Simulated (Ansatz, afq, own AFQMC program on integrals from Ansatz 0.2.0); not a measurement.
AlH4⁺, singlet in 6-31G, levels against full CI

```json
{"atom": "Al", "x (Å)": "0.0000", "y (Å)": "0.0100", "z (Å)": "-0.1172"}
{"atom": "H", "x (Å)": "0.0000", "y (Å)": "-0.3748", "z (Å)": "1.9238"}
{"atom": "H", "x (Å)": "0.0000", "y (Å)": "0.3948", "z (Å)": "1.9238"}
{"atom": "H", "x (Å)": "0.0000", "y (Å)": "1.5469", "z (Å)": "-0.3334"}
{"atom": "H", "x (Å)": "0.0000", "y (Å)": "-1.8348", "z (Å)": "-0.3767"}
```

Basis 6-31G. Noble-gas cores (and the filled d shells of Ga–Kr and In–Xe) are frozen. Ansatz 0.2.0 and our own AFQMC program on the same integrals; the CISD trial comes from CCSD amplitudes, and released means the phaseless constraint is let go. Uncertainties: one standard error, sampling alone.

Determinant: RHF, the one that the program's search chose, which needn't be the lowest solution. The geometry is a point of a scan.

Full CI on the same integrals is exact in this basis and with this determinant's frozen core.

```
T1 diagnostic                               : 0.0110
weight of the determinant in the CISD state : 0.936
size of the correlated space                : 6 electrons in 16 orbitals
```

```tsv
level	correlation energy (eV)
MP2	-1.3921
CCSD	-2.0435
CCSD(T)	-2.0609
```

Question: Estimate where phaseless AFQMC with a CISD trial lies against CCSD(T) on the same integrals.

Answer: 0.8 ± 0.09 kJ/mol below CCSD(T).

Reference: full CI, correlation energy -2.072 eV. The released energy is read at 2.40 1/Eh (meV from the phaseless value at times in 1/Eh: -1.0 ± 0.9 at 0.24, -0.6 ± 0.7 at 0.51, -2.0 ± 0.4 at 0.99, -2.3 ± 0.5 at 1.62, -2.3 ± 0.4 at 2.40).

| level | E − E(reference) (kJ/mol) | share of correlation (%) |
| --- | --- | --- |
| CCSD(T) | 1.1 | 99.46 |
| CCSDT | 0.1 | 99.93 |
| CCSDT(Q) | 0.0 | 99.98 |
| CCSDTQ | 0.0 | 100.00 |
| ph-AFQMC/CISD | 0.3 ± 0.09 | 99.86 |
| released AFQMC | 0.1 ± 0.03 | 99.97 |

CCSDT and higher add their correlation energy to the determinant of the CCSD(T) run, since their own runs factorise the integrals more tightly (a shift of under 2 meV). A walk keeps the symmetry of its determinant, which the program's search chose and which needn't be the lowest solution, so a lower state of the same spin and another symmetry isn't excluded. Released energies are given only where the last usable release times agree within the noise; a slower fall can still hide under it.
